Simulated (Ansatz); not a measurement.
## Two structures, one formula

The two ends of one reaction step of Si$_{2}$H$_{7}$Cl, singlet (PBE0-D4/def2-TZVP).

A:

```xyz
10
angstrom
Si -1.3171 -0.1641 -0.0800
H -0.8832 -0.9568 -1.2697
H -2.2336 0.9000 -0.5675
H -2.0704 -1.0830 0.8134
Si 0.5219 0.7616 1.0332
H 0.9909 -1.1943 -1.8352
Cl 2.2699 -1.1598 -1.9355
H 0.0280 1.5345 2.2047
H 1.4297 -0.3135 1.5094
H 1.2641 1.6754 0.1272
```

B:

```xyz
10
angstrom
Si -0.7902 0.6914 -0.7000
H -0.0089 -3.0621 -0.2417
H -1.3881 2.0186 -0.9932
H -1.8823 -0.2905 -0.4843
Si 0.6744 0.7866 1.1198
H 0.1776 -2.6758 -0.8531
Cl 0.2654 0.1009 -2.3750
H -0.0730 1.2130 2.3341
H 1.2732 -0.5522 1.3556
H 1.7520 1.7701 0.8377
```

Program: Ansatz 0.2.0. Basis: def2-TZVPP. Cores are frozen in the correlated methods. B3LYP uses VWN-RPA correlation.

**Question.** Which structure is lower at CCSD(T), and by how much? (To be estimated.)

**Answer.** By the calculation: B, by 14.43 kcal/mol (electronic energy, against the other). By their contacts, A is a complex of Si₂H₆ ([SiH3][SiH3]) + HCl and B is a complex of Si₂H₅Cl ([SiH3][SiH2][Cl]) + H₂.

All methods give the same order:

```csv
method,E(B) − E(A) (kcal/mol)
SPW92,-12.93
PBE-D4,-15.16
BLYP-D4,-15.48
r2SCAN-D4,-16.36
B97M-V,-14.96
PBE0-D4,-15.23
B3LYP-D4,-15.39
r2SCAN0-D4,-16.14
BHLYP-D4,-15.59
CAM-B3LYP-D4,-14.64
wB97X-V,-15.52
wB97M-V,-15.92
B2PLYP,-15.46
PBE-QIDH,-15.83
RPA on PBE,-13.82
HF,-15.06
MP2,-16.70
CCSD,-14.04
CCSD(T),-14.43
```

The T1 diagnostic stays at or below 0.011.

Labels in which every atom is bracketed show which atoms are joined, not bond orders.

For scale, one of the runs: CCSD(T)/def2-TZVPP, 224 basis functions, launched by `ansatz run in.yaml --threads 4 --pin off --events-out ev --progress --plain --max-ram 9574MiB`. Time: 55 s of wall clock on 4 CPU threads of an Intel Xeon; the host was shared. Peak host memory: 3.2 GiB.
